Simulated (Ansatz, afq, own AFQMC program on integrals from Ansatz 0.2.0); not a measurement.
## AFQMC, coupled cluster and functionals along a coordinate of CH$_{4}$ + Si, triplet

```xyz
6

C    -1.8495    0.0000    0.0000
H    -2.2127    1.0273    0.0000
H    -2.2127   -0.5137    0.8897
H    -2.2127   -0.5137   -0.8897
H    -0.7599    0.0000    0.0000
Si    1.0565    0.0000    0.0000
```

A hydrogen atom is moved from one rigid fragment to the other; the C1–H5 distance tells how far. The two fragments are held close together, so this isn't a minimum-energy path and the start is a compressed complex. Energies in mEh count from this geometry (1.090 Å) at the same level; the start stands on UHF, each point on the determinant named.

Basis cc-pVTZ. Only valence electrons are correlated. AFQMC by an in-house program on the Cholesky factors that Ansatz 0.2.0 writes for its CCSD(T) run. The CISD trial takes its coefficients from CCSD amplitudes. Released means that phaseless walkers are propagated on without the constraint, phases kept. Uncertainties: one standard error, sampling alone.

Cautions, each for one point or more: lower spins were not checked; the ph-AFQMC/CISD walk drifts between its halves; unrestricted determinant spin contaminated.

| r(C1–H5) / Å | det. | T1 | weight | ⟨S²⟩ | B2PLYP | r2SCAN | CCSD(T) |
| --- | --- | --- | --- | --- | --- | --- | --- |
| 1.197 | UHF | 0.017 | 0.86 | 2.03 | 7.7 | 5.7 | 7.8 |
| 1.251 | UHF | 0.018 | 0.86 | 2.03 | 15.1 | 12.1 | 15.2 |
| 1.305 | UHF | 0.019 | 0.86 | 2.03 | 24.2 | 20.2 | 24.4 |
| 1.358 | UHF | 0.020 | 0.85 | 2.03 | 34.6 | 29.7 | 34.8 |
| 1.466 | UHF | 0.034 | 0.83 | 2.18 | 60.1 | 53.4 | 60.4 |

Problem. Estimate the curve of phaseless AFQMC with a CISD trial, counted from the same start.

Solution. 
| r(C1–H5) / Å | det. | T1 | weight | ⟨S²⟩ | ph-AFQMC/CISD | released AFQMC |
| --- | --- | --- | --- | --- | --- | --- |
| 1.197 | UHF | 0.017 | 0.86 | 2.03 | 7.2 ± 0.3 | 7.5 ± 0.3 |
| 1.251 | UHF | 0.018 | 0.86 | 2.03 | 15.3 ± 0.3 | 15.3 ± 0.3 |
| 1.305 | UHF | 0.019 | 0.86 | 2.03 | 24.0 ± 0.3 | 23.9 ± 0.4 |
| 1.358 | UHF | 0.020 | 0.85 | 2.03 | 34.5 ± 0.3 | 34.7 ± 0.4 |
| 1.466 | UHF | 0.034 | 0.83 | 2.18 | 59.8 ± 0.3 | – |

Weight is that of the determinant in the CISD state; at the start T1 is 0.016 and the weight 0.86, and ⟨S²⟩ is 2.03. A dash marks a missing value, a released energy that hasn't settled or a functional that sits on another state. Largest departures from phaseless AFQMC with a CISD trial: CCSD(T) 0.6 mEh at 1.466 (on UHF), released AFQMC 0.4 mEh at 1.197 (on UHF) (within the noise), B2PLYP 0.5 mEh at 1.197 (within the noise), r2SCAN -6.4 mEh at 1.466. The walk's constraint bias lies outside its error bars, so these are departures and not errors. Functionals count only at points shown to share the start's state and spin.

A walk keeps the symmetry of its determinant, which the program's search chose and which needn't be the lowest solution, so a lower state of the same spin and another symmetry isn't excluded. Released energies are given only where the last usable release times agree within the noise; a slower fall can still hide under it.
